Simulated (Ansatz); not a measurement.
This geometry of AlClH2O + H2 (7 atoms, charge 0, multiplicity 1) is a first-order saddle point.

These are results of Ansatz, RKS LDA/def2-mTZVP, not measurements.

```xyz
7
Properties=species:S:1:pos:R:3
Al 0.043 0.264 0.028
O -0.050 -0.031 1.838
H -0.917 -0.303 2.204
H 1.368 -0.137 -0.729
Cl -1.860 -0.042 -0.821
H 0.105 1.888 0.743
H -0.032 1.209 1.557
```

Question: Which two structures does it join? (They come from a converged band through this point; their orientation in space is the band's.)

Answer: Bonds broken: H6–H7. Bonds formed: Al1–H6, O2–H7. AlClH2O + H2 becomes AlClH4O.

Image 0:

```xyz
7
Properties=species:S:1:pos:R:3
Al -0.027 -0.103 0.246
O -0.089 -0.570 1.871
H -0.924 -0.669 2.361
H 1.363 -0.105 -0.493
Cl -1.817 0.178 -0.823
H -0.072 2.171 0.488
H 0.225 1.945 1.170
```

Image 8:

```xyz
7
Properties=species:S:1:pos:R:3
Al 0.130 0.546 -0.101
O -0.045 0.133 1.824
H -0.946 -0.286 1.817
H 1.313 -0.361 -0.652
Cl -1.851 -0.286 -0.402
H 0.184 2.142 -0.015
H -0.128 0.960 2.348
```

Question: How far does it lie above each of them?

Answer: 0.66 eV above the first and 0.59 eV above the second. This is the barrier of this one path; another mechanism may lie lower. The orbitals stay closed-shell, which can raise the energy where a bond breaks towards radicals; this wasn't checked here.

Time of the run: 47 s on 2 threads of Arm Neoverse V1, with other jobs on the host, peak memory 0.14 GiB.
